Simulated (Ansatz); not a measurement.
A made-up structure of Si2H5O (charge +1), singlet:

O1  (-1.623, 0.154, -0.623)
Si2  (-0.152, 0.770, -0.372)
Si3  (0.901, -1.049, 0.746)
H4  (-2.341, 0.618, -1.063)
H5  (0.706, 0.977, -1.563)
H6  (1.238, 0.290, 1.079)
H7  (2.306, -1.010, 1.213)
H8  (0.244, -2.339, 1.057)
(Å)

It is relaxed with PBE-D4/def2-SVP and then PBE0-D4/def2-TZVP (Ansatz 0.2.0). Atoms count as bonded within 1.22 times the sum of their covalent radii (H–H: 0.88 Å). The end point is not checked to be a true minimum.

(1) Does its bonding change? (A judgement: the text doesn't fix the answer.)

Results:

(1) By the calculation: No: no bond forms or breaks.

Where it ends: The first stage lowers the energy by 3.87 eV in 16 steps. It ends as Si₂H₅O ([OH][SiH][SiH3]), total charge +1:
```
8
angstrom
O -1.5786 0.0139 -0.9168
Si -0.0818 0.4128 -0.5807
Si 1.0353 -0.8802 1.0482
H -2.1597 0.4456 -1.5555
H 0.4297 1.5720 -1.3520
H 1.3923 0.1341 2.0653
H 2.1989 -1.3991 0.2950
H 0.0423 -1.8876 1.4685
```

Labels in which every atom is bracketed show which atoms are joined, not bond orders.

For scale, one of the runs: PBE0-D4/def2-TZVP relaxation, 135 basis functions, launched by `ansatz run in.yaml --threads 2 --pin off --events-out ev --progress --plain --max-ram 4352MiB`. Hardware: 2 CPU threads of an Intel Xeon, shared host. Wall time about 37 s.
